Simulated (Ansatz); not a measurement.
Ansatz (a program for electronic structure) input (CCSD(T)/pcseg-1): A basis named .json is the Basis Set Exchange file of that set (core-valence sets with the plain set on hydrogen).

Ansatz 0.2 input:
```yaml
crystal:
  periodic: [false, false, false]
  atoms:
    - {symbol: C, position_ang: [0.00053452, 0.00126565, 0.33943617]}
    - {symbol: H, position_ang: [0.00225136, 0.00533085, 1.42969220]}
    - {symbol: F, position_ang: [0.00598628, 1.25541479, -0.13307438]}
    - {symbol: F, position_ang: [1.08434551, -0.63379114, -0.12772827]}
    - {symbol: F, position_ang: [-1.09093829, -0.62305973, -0.12434282]}
basis:
  gaussian:
    orbitals: pcseg-1.json
magnetization: {spin_polarized: false}
correlation: {method: ccsd_t, electrons: outside_noble_gas}
```

Output:

```
Functional definition: HF
integrals: 0.03 GiB planned
593 factors; integrals over basis functions are off by at most 1.1e-3 eV
mean field: 0.14 GiB planned
mean field evaluation 1: about -9158.4574 eV, gradient 3.9e1 eV
mean field evaluation 2: about -9158.5490 eV, gradient 3.9e1 eV
mean field evaluation 4: about -9161.3423 eV, gradient 2.8e0 eV
mean field evaluation 8: about -9161.3757 eV, gradient 1.6e-1 eV
mean field evaluation 16: about -9160.4804 eV, gradient 2.2e1 eV
mean field -9161.37580253 eV, -336.6743509395 hartree, gradient 1.6e-6 eV, S^2 0.000000; 0 other end points of the search recorded, 0 dependent functions left out
4 core orbitals not correlated
reference -9161.37580253 eV, -336.6743509395 hartree; 13, 13 occupied and 44, 44 virtual orbitals, 593 factors
second order -18.59100612 eV of doubles, -0.00000000 eV of singles
coupled cluster: 0.15 GiB planned
cycle   1  -18.33604404 eV  change    2.5e-1 eV  update   9.1e-2
cycle   2  -18.72608650 eV  change   -3.9e-1 eV  update   2.4e-2
cycle   3  -18.81760787 eV  change   -9.2e-2 eV  update   1.2e-2
cycle   4  -18.81237743 eV  change    5.2e-3 eV  update   2.2e-3
cycle   5  -18.81130992 eV  change    1.1e-3 eV  update   9.7e-4
cycle   6  -18.81164237 eV  change   -3.3e-4 eV  update   2.4e-4
cycle   7  -18.81145458 eV  change    1.9e-4 eV  update   7.1e-5
cycle   8  -18.81140576 eV  change    4.9e-5 eV  update   1.6e-5
cycle   9  -18.81141365 eV  change   -7.9e-6 eV  update   4.2e-6
perturbative correction -0.35398300 eV, -0.0130086353 hartree
Total energy: -9180.54119918 eV, -337.3786662757 hartree
```
